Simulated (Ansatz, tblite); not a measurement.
# The cluster Li₃H₄: which isomer is lowest

The task here is to estimate one member of a computed series from the others.

Method: relaxed with r2SCAN-D4/def2-TZVP, doublet; program: Ansatz 0.2.0, Gaussian basis.

1 further run of the same task is left out (set aside as unsound or not needed). Runs told in other sessions of the task aren't counted.

## Starting geometry

7 atoms, charge 0, spin multiplicity 2.

Atoms are counted from 1 here; the program's logs count them from 0.

Bond lengths: Li1–Li2 2.643 Å, Li1–Li3 2.706 Å, Li1–H5 1.703 Å, Li1–H7 1.543 Å, Li2–Li3 2.698 Å, Li2–H4 1.692 Å, Li2–H6 1.546 Å, Li3–H4 1.568 Å, Li3–H5 1.562 Å. Angles: Li2–Li1–Li3 60.6°, Li2–Li1–H5 92.5°, Li2–Li1–H7 69.4°, Li3–Li1–H5 32.4°, Li3–Li1–H7 103.8°, H5–Li1–H7 113.7°, Li1–Li2–Li3 60.9°, Li1–Li2–H4 93.2°, Li1–Li2–H6 65.2°, Li3–Li2–H4 32.7°, Li3–Li2–H6 103.2°, H4–Li2–H6 116.3°, Li1–Li3–Li2 58.6°, Li1–Li3–H4 93.8°, Li1–Li3–H5 35.7°, Li2–Li3–H4 35.7°, Li2–Li3–H5 93.8°, H4–Li3–H5 129.4° and more.

A search from random starts with GFN2-xTB found 9 distinct shapes; 2 go on here. The structure above is candidate A, which lies 0.00 eV above the lowest at that level; B lies 0.00 eV above the lowest at that level.

Set-up of the first run:

in.yaml reads:

```yaml
crystal:
  periodic: [false, false, false]
  atoms:
    - {symbol: Li, position_ang: [-1.200930, -0.699200, 0.391780]}
    - {symbol: Li, position_ang: [0.672350, 1.154350, 0.597450]}
    - {symbol: Li, position_ang: [0.775370, -0.595120, -1.453280]}
    - {symbol: H, position_ang: [1.386480, 0.728850, -0.876030]}
    - {symbol: H, position_ang: [-0.414270, -1.452980, -0.917380]}
    - {symbol: H, position_ang: [-0.772640, 1.698580, 0.526020]}
    - {symbol: H, position_ang: [-0.446370, -0.834480, 1.731440]}
basis:
  gaussian: {orbitals: def2-TZVP}
magnetization: {spin_polarized: true, initial_magnetization: 1}
hamiltonian: {xc: r2scan, dispersion: d4}
scf: {omitted_lower_state_checks: [starts]}
output: {orbitals: {seedname: orbitals}}
relax: {f_tol: 0.02, max_steps: 100}
```

Command:

```
$ ansatz run in.yaml --threads 4 --pin off --events-out ev --progress --plain --max-ram 3916MiB
```

Steps of the session up to this table: Relaxing candidate A; Relaxing candidate B; Candidate A, PBE0-D4/def2-TZVP; Candidate A, PBE-D4/def2-TZVP; Candidate A, r2SCAN-D4/def2-TZVP; Candidate A, revPBE-D4/def2-TZVP; Candidate A, ωB97M-V/def2-TZVP; Candidate A, CCSD(T)/def2-TZVPP.

One of the session's tables, all rows but one given; the rest of the session is left out.

It belongs to the step «A against B». 

```
             method  A above B (kcal/mol)
           GFN1-xTB                  -2.5
           GFN2-xTB                  15.4
      HF/def2-TZVPP                  19.6
   PBE-D4/def2-TZVP                   7.9
revPBE-D4/def2-TZVP                   9.8
r2SCAN-D4/def2-TZVP                   7.7
  PBE0-D4/def2-TZVP                     ?
  ωB97M-V/def2-TZVP                   1.5
     MP2/def2-TZVPP                  13.9
    CCSD/def2-TZVPP                  13.1
 CCSD(T)/def2-TZVPP                  12.7
```

**Question.** Estimate the row for PBE0-D4/def2-TZVP.

**Answer.** A above B (kcal/mol): 9.4. In the column «A above B (kcal/mol)» it lies between PBE-D4/def2-TZVP (7.9) and revPBE-D4/def2-TZVP (9.8).

Limits of these values: A random search of this size may have missed the true lowest shape. Only doublets are compared; another spin may lie lower and prefer another shape.
